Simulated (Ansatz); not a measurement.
# CH3Si (doublet): from Hartree-Fock to the top rungs, cc-pVDZ

One table from this session's results is given with a row withheld; the runs are named, their logs left out.

The runs use Ansatz 0.2.0, Gaussian basis; cc-pVDZ, core rule «outside noble gas», up to 6 orbitals frozen.

The runs, in order: UHF; CCSD(T) on ROHF; CCSD(T) on UHF; BCCD(T) on ROHF; CISD; CCSDT(Q) on ROHF; CCSDT(Q) on UHF.

21 further runs of the same task are left out: 1 for a known fault of the program, 8 that didn't finish, 12 set aside as unsound or not needed.

**What is computed**

The geometry is a PBE0/def2-TZVP stationary point (not a proven minimum).

5 atoms, charge 0, spin multiplicity 2.

Atoms are counted from 1 here; the program's logs count them from 0.

Bond lengths: Si1–C2 1.889 Å, C2–H3 1.094 Å, C2–H4 1.094 Å, C2–H5 1.104 Å. Angles: Si1–C2–H3 114.9°, Si1–C2–H4 114.9°, Si1–C2–H5 103.3°, H3–C2–H4 109.8°, H3–C2–H5 106.5°, H4–C2–H5 106.5°.

Set-up of the first run:

File in.yaml:

```yaml
crystal:
  periodic: [false, false, false]
  atoms:
    - {symbol: Si, position_ang: [-0.001312, 0.000000, 0.686035]}
    - {symbol: C, position_ang: [-0.011727, 0.000000, -1.202731]}
    - {symbol: H, position_ang: [-0.442590, -0.894419, -1.661140]}
    - {symbol: H, position_ang: [-0.442590, 0.894419, -1.661140]}
    - {symbol: H, position_ang: [1.061461, 0.000000, -1.461718]}
basis:
  gaussian: {orbitals: cc-pVDZ}
magnetization: {spin_polarized: true, initial_magnetization: 1}
hamiltonian: {xc: hf}
output: {orbitals: {seedname: orbitals}}
```

The run is started by

```bash
ansatz run in.yaml --threads 1 --pin off --events-out ev --progress --plain --max-ram 2393MiB
```

Steps of the session up to this table: UHF; CCSD(T) on ROHF; CCSD(T) on UHF; BCCD(T) on ROHF; CISD; CCSDT(Q) on ROHF; CCSDT(Q) on UHF.

One of the session's tables, all rows but one given; the rest of the session is left out.

It belongs to the step «Misses and costs». 

```
   method  from UCCSDT(Q) (meV)
     ROHF               +7000.4
      UHF               +6882.6
     RMP2                     ?
     UMP2               +1184.1
     CISD                +777.8
    RCCSD                +217.9
    UCCSD                +214.7
 RCCSD(T)                 +33.3
 UCCSD(T)                 +33.1
  BCCD(T)                 +32.8
   RCCSDT                 +10.4
   UCCSDT                 +10.2
RCCSDT(Q)                  +0.3
UCCSDT(Q)                     0
```

Estimate the missing values for RMP2.

As computed: from UCCSDT(Q) (meV): +1166.6. In the column «from UCCSDT(Q) (meV)» it lies between CISD (+777.8) and UMP2 (+1184.1).

With the free atoms at the same levels and basis (separate runs), the atomisation energy is 15.096 eV at UCCSDT(Q), 15.085 eV at RCCSD(T), 15.084 eV at UCCSD(T), 12.106 eV at ROHF.

Limits of these values: Restricted and unrestricted rows rest on different reference determinants; where their highest levels disagree by more than a few hundredths of an eV, they describe different states and don't form one ladder.
